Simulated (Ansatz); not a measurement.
C$_{2}$H$_{4}$N$_{2}$ (`N=C=CN`), relaxed with RKS PBE-D4/def2-SVP in Ansatz from a rough embedded geometry. The force threshold is 0.03 eV/Å; the program also tests the step.

The species carries charge 0 and has multiplicity 1.

Start:

```xyz
8

N     0.736   -1.648   -0.933
C     0.475   -0.835   -0.229
C     0.148    0.113    0.559
N    -0.639    1.154    0.266
H    -0.092   -2.186   -1.314
H     0.408    0.055    1.648
H    -0.460    2.015    0.773
H    -0.577    1.333   -0.771
```

```json
{"step": "1", "energy (eV)": "-5105.8652", "largest force (eV/Å)": "12.470", "largest move (Å)": "0.000"}
{"step": "2", "energy (eV)": "-5107.3135", "largest force (eV/Å)": "1.357", "largest move (Å)": "0.194"}
{"step": "3", "energy (eV)": "-5107.3647", "largest force (eV/Å)": "1.030", "largest move (Å)": "0.095"}
{"step": "4", "energy (eV)": "-5107.4094", "largest force (eV/Å)": "0.819", "largest move (Å)": "0.104"}
{"step": "5", "energy (eV)": "-5107.4100", "largest force (eV/Å)": "0.435", "largest move (Å)": "0.200"}
{"step": "6 (rejected)", "energy (eV)": "-5107.3672", "largest force (eV/Å)": "0.822", "largest move (Å)": "0.190"}
{"step": "7", "energy (eV)": "-5107.4410", "largest force (eV/Å)": "0.120", "largest move (Å)": "0.067"}
{"step": "8", "energy (eV)": "-5107.4425", "largest force (eV/Å)": "0.077", "largest move (Å)": "0.012"}
{"step": "9 (rejected)", "energy (eV)": "-5107.4424", "largest force (eV/Å)": "0.071", "largest move (Å)": "0.014"}
{"step": "10", "energy (eV)": "-5107.4428", "largest force (eV/Å)": "0.031", "largest move (Å)": "0.007"}
{"step": "11", "energy (eV)": "-5107.4430", "largest force (eV/Å)": "0.029", "largest move (Å)": "0.006"}
```

End:

```xyz
8

N     0.801   -1.688   -1.064
C     0.391   -0.835   -0.256
C     0.062    0.122    0.608
N    -0.667    1.310    0.324
H     0.101   -2.424   -1.286
H     0.278   -0.068    1.674
H    -0.175    2.136    0.686
H    -0.791    1.446   -0.685
```

Run time 11 s (2 threads of a server CPU on a shared host); peak host memory 0.17 GiB.
